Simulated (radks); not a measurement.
# B³⁺ in [He]: an all-electron calculation

Wanted: eigenvalues, radial structure and energy terms of the boron ion B3+.

Program: radks (a radial shooting solver on a logarithmic mesh, Libxc functionals) version 1. Level of theory: scalar-relativistic Kohn-Sham, MS2 meta-GGA, spin-polarised, spherical densities, finite nucleus. These are calculated values, not measurements, unless marked.

## 1. The atom as given

```
element            : boron (Z = 5)
charge             : +3
electrons          : 2
configuration      : [He]
nuclear rms radius : 2.406 fm
```

The outer shells:

B³⁺
```
1s [↑↓]
```

## 2. The run

Input:

```text
Z 5
configuration [He]
relativity scalar-relativistic
functional ms2,regtpss
spin polarised
nucleus finite rms 2.406 fm
c 137.035999084
```

What does the calculation give?

The runs gave:

```
                        quantity                    value
                    total energy        -22.04702 hartree
exchange-correlation share of it                  13.39 %
                            −T/E                   0.9985
          highest occupied level           1s, -233.66 eV
    most extended occupied level  1s up, <r> = 0.325 bohr
 radius at density 0.001 e/bohr³                1.22 bohr
    maxima of the radial density                        1
         ionisation energy, NIST       259.37 (theory) eV
```

1 principal shells are occupied and 1 maxima appear in the radial density. The top level binds by 233.66 eV, 90 % of the NIST ionisation energy of 259.37 eV. 
